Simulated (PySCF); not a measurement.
**How methods differ on the ionisation energy of Cl**

Cl [Ne] 3s2 3p5 (2P) → Cl⁺ [Ne] 3s2 3p4 (3P), as a difference of total energies. All numbers are calculated (PySCF 2.14, the non-relativistic Hamiltonian (point nucleus), in cc-pV(T+d)Z). Correlated levels: valence: [Ne] frozen. The calculations carry no spin-orbit coupling.

```
           method  ionisation energy (eV)
              UHF                  11.773
             BP86                  13.104
             PBE0                  12.955
    MP2 (valence)                  12.714
SCS-MP2 (valence)                  12.712
   CCSD (valence)                  12.674
CCSD(T) (valence)                  12.712
```

How much does correlation contribute at CCSD(T) (valence)?

12.712 − (11.773) = 0.939 eV, measured against UHF.

Errors of the correlated levels include the incompleteness of this basis and the frozen core.

For comparison: 12.974 eV (measured; NIST levels, between the centres of gravity of the two terms).
